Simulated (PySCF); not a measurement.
An unknown is described by computed data only.

Formula: C4H8FN.

- Triplet: lowest triplet excitation (Tamm–Dancoff): 4.19 eV [TDA B3LYP/def2-SVPD]
- Dipole: 1.43 D [B3LYP/def2-SVPD]
- UV, strongest line: among the 8 lowest singlet transitions: S6 at 7.50 eV (165 nm, f = 0.336) [TDDFT B3LYP/def2-SVPD]
- Rotational structure: rotational constants A, B, C: 5.774, 2.520, 1.814 GHz [GFN2-xTB]
- UV, first state: lowest singlet excitation: 4.91 eV (252 nm, f = 0.001) [TDDFT B3LYP/def2-SVPD]
- XPS: C1s 290.6, C1s 291.5, C1s 291.8, C1s 293.3, N1s 404.2, F1s 692.7 eV [ΔSCF SCAN, pcX-2 on the ionised atom, pcseg-1 elsewhere, spin-free X2C]
- Polarisability: 59.4 au [B3LYP/def2-SVPD]

The electronic properties come from PySCF, for the isolated species, density fitting. Levels stand in brackets. One conformer (not necessarily the lowest) at the GFN2-xTB geometry, without solvent, vibrations or thermal averaging.

Q: Propose a structure and show how it fits.

A: Numbering: `[CH3:1]/[N:2]=[C:3](/[CH3:4])[CH2:5][F:6]`. Its formula, C4H8FN, gives 1 degree of unsaturation: 0 rings and 1 π bond in the structure found. The core levels belong to: C1s 290.6 eV, methyl carbon [C4]; C1s 291.5 eV, N-methyl carbon [C1]; C1s 291.8 eV, imine carbon [C3]; C1s 293.3 eV, sp3 C–F carbon [C5]; N1s 404.2 eV, imine nitrogen [N2]; F1s 692.7 eV, alkyl fluorine [F6]. The hole state at 291.8 eV has ⟨S²⟩ = 0.85 against 0.75, so that value is less sure. S1 is mainly HOMO→LUMO (weight 0.99); the largest Löwdin shares of the orbital it empties are 0.57 on the imine nitrogen, 0.11 on the N-methyl carbon, 0.10 on the imine carbon and 0.06 on the sp3 C–F carbon, of the orbital it fills 0.33 on the imine carbon, 0.33 on the imine nitrogen, 0.07 on the sp3 C–F carbon and 0.06 on the methyl carbon. By its constants the optimised geometry is an asymmetric top. Structure: `C/N=C(/C)CF`. Computed isomers that give other values at the same levels: `FC[C@H]1CCN1` (rotational constant A: 8.928 GHz; this holds for the one conformer computed); `C[C@@H]1N[C@H]1CF` (core binding energies: C1s 291.0, C1s 291.5, C1s 291.5, C1s 292.9, N1s 405.1, F1s 692.2 eV); `[H]/N=C(\CC)CF` (rotational constant A: 3.867 GHz; this holds for the one conformer computed). The assignments are read from this structure; whether some other isomer fits the data as well wasn't checked.

Shape of the structure used: `[CH3:1]/[N:2]=[C:3](/[CH3:4])[CH2:5][F:6]`: N2–C3–C5–F6 180°.
